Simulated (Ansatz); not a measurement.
in.yaml

```yaml
crystal:
  periodic: [false, false, false]
  atoms:
    - {symbol: B, position_ang: [-1.572909, 0.030718, 0.000000]}
    - {symbol: H, position_ang: [-2.169642, 1.064290, 0.000000]}
    - {symbol: H, position_ang: [-2.169643, -1.002853, 0.000000]}
    - {symbol: H, position_ang: [-0.286909, 0.030718, 0.000000]}
    - {symbol: O, position_ang: [1.259091, 0.030718, 0.000000]}
    - {symbol: H, position_ang: [1.510950, -0.909232, 0.000000]}
basis:
  gaussian: {orbitals: cc-pVDZ}
magnetization: {spin_polarized: false, initial_magnetization: 1}
correlation: {method: fic_mrcisd_q, electrons: outside_noble_gas, active_space: {window: {electrons: 3, orbitals: 3}}}
```

```sh
$ ansatz run in.yaml --threads 1 --pin off --events-out ev --progress --plain --max-ram 2393MiB
```

Output:

```
431 factors; integrals over basis functions are off by at most 1.5e-3 eV
mean field evaluation 1: about -2763.7282 eV, gradient 3.3e1 eV
mean field evaluation 2: about -2763.7535 eV, gradient 3.4e1 eV
mean field evaluation 4: about -2768.2901 eV, gradient 6.3e0 eV
mean field evaluation 8: about -2768.8826 eV, gradient 1.0e0 eV
mean field evaluation 16: about -2768.8910 eV, gradient 1.8e-6 eV
mean field evaluation 32: about -2768.8836 eV, gradient 1.6e-1 eV
mean field evaluation 64: about -2768.3686 eV, gradient 2.9e-1 eV
mean field -2768.89096508 eV, -101.7548661449 hartree, gradient 1.8e-6 eV, S^2 0.750000; 7 other end points of the search recorded, 0 dependent functions left out
reference -2768.89096508 eV, -101.7548661449 hartree; 9, 8 occupied and 39, 40 virtual orbitals, 431 factors
state -2769.52231762 eV, -101.7780679230 hartree
contracted CI cycle   1: correlation 0.00000000 eV, 0.0000000000 hartree, residual 2.65e1 eV
contracted CI cycle   2: correlation -6.72418119 eV, -0.2471091011 hartree, residual 4.27e0 eV
contracted CI cycle   3: correlation -6.92223757 eV, -0.2543875386 hartree, residual 1.16e0 eV
contracted CI cycle   4: correlation -6.93914073 eV, -0.2550087184 hartree, residual 3.80e-1 eV
contracted CI cycle   5: correlation -6.94173673 eV, -0.2551041197 hartree, residual 1.70e-1 eV
contracted CI cycle   6: correlation -6.94221395 eV, -0.2551216571 hartree, residual 6.71e-2 eV
contracted CI cycle   7: correlation -6.94227767 eV, -0.2551239987 hartree, residual 2.63e-2 eV
contracted CI cycle   8: correlation -6.94228794 eV, -0.2551243761 hartree, residual 1.04e-2 eV
contracted CI cycle   9: correlation -6.94228989 eV, -0.2551244478 hartree, residual 4.58e-3 eV
contracted CI cycle  10: correlation -6.94229024 eV, -0.2551244606 hartree, residual 1.72e-3 eV
state -2769.52231762 eV, -101.7780679230 hartree; corrected -2777.09264827 eV, -102.0562724429 hartree
state -2769.33547995 eV, -101.7712017651 hartree
contracted CI cycle   1: correlation 0.00000000 eV, 0.0000000000 hartree, residual 2.72e1 eV
contracted CI cycle   2: correlation -6.92609604 eV, -0.2545293348 hartree, residual 3.69e0 eV
contracted CI cycle   3: correlation -7.09484497 eV, -0.2607307437 hartree, residual 8.79e-1 eV
contracted CI cycle   4: correlation -7.10480794 eV, -0.2610968760 hartree, residual 2.09e-1 eV
contracted CI cycle   5: correlation -7.10547402 eV, -0.2611213539 hartree, residual 6.38e-2 eV
contracted CI cycle   6: correlation -7.10554074 eV, -0.2611238057 hartree, residual 2.51e-2 eV
contracted CI cycle   7: correlation -7.10555377 eV, -0.2611242847 hartree, residual 1.10e-2 eV
contracted CI cycle   8: correlation -7.10555585 eV, -0.2611243612 hartree, residual 3.89e-3 eV
contracted CI cycle   9: correlation -7.10555610 eV, -0.2611243704 hartree, residual 1.50e-3 eV
contracted CI cycle  10: correlation -7.10555614 eV, -0.2611243718 hartree, residual 5.47e-4 eV
state -2769.33547995 eV, -101.7712017651 hartree; corrected -2777.05640346 eV, -102.0549404706 hartree
state -2769.52231762 eV, -101.7780679230 hartree; corrected -2777.09264827 eV, -102.0562724429 hartree
2 active orbitals were swapped for others, from the solution at -2769.33547933 eV, -101.7712017423 hartree to that at -2769.52231118 eV, -101.7780676864 hartree; typed "places" are swapped only where nearly empty or full, and so, without "given_window_search", are "orbital_numbers", "shells" and a window whose orbitals a file names under [Active]
Total energy: -2777.09264827 eV, -102.0562724429 hartree
```

For the same geometry and basis UCCSDT(Q) lies 69.6 meV lower.

Ran on 1 thread of Arm Neoverse N1, shared host: 4.2 s wall, 0.1 GiB peak host memory.
